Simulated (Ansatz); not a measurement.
System: bcc Mo. Method: r²SCAN+rVV10 (plane waves, PAW; Ansatz, a quantum-chemistry and plane-wave program).

Run with plane-wave cutoff 560 eV, 24×24×24 k mesh, Fermi–Dirac smearing 0.05 eV, no spin polarisation, scalar-relativistic PAW data made under PBE.

A third-order Birch–Murnaghan fit to the energies gives V0 = 15.535 Å³/atom, B0 = 277 GPa, B′ = 4.1.

| V (Å³/atom) | P (GPa) |
|---|---|
| 14.603 | 19.45 |
| 14.913 | … |
| 15.224 | … |
| 15.535 | 0.01 |
| 15.845 | -5.25 |
| 16.156 | -10.00 |
| 16.467 | -14.28 |

Question: Estimate the withheld pressures from this fit; the answers are the runs' own values.

Answer: 
- 14.913, P (GPa): 12.29
- 15.224, P (GPa): 5.84

The formula P = (3/2) B0 (x^(7/3) − x^(5/3)) [1 + (3/4)(B′ − 4)(x^(2/3) − 1)] with x = V0/V meets the computed pressures within 0.05 GPa when these rounded values are put in.

Measured, for comparison: bulk modulus 265 GPa (zero-point energy and finite temperature contributions removed, our sources range from 265 to 278; as tabulated in doi:10.1021/acs.jctc.3c00612); equilibrium volume per atom 15.49 Å³/atom (static lattice: zero-point anharmonic expansion removed; as tabulated in Mejia-Rodriguez and Trickey (2018), arXiv:1807.09216). Computed (rounded) less measured: bulk modulus +5 % (inside the range of the sources held), equilibrium volume per atom +0.3 %.

Static lattice: no zero-point or thermal effects.
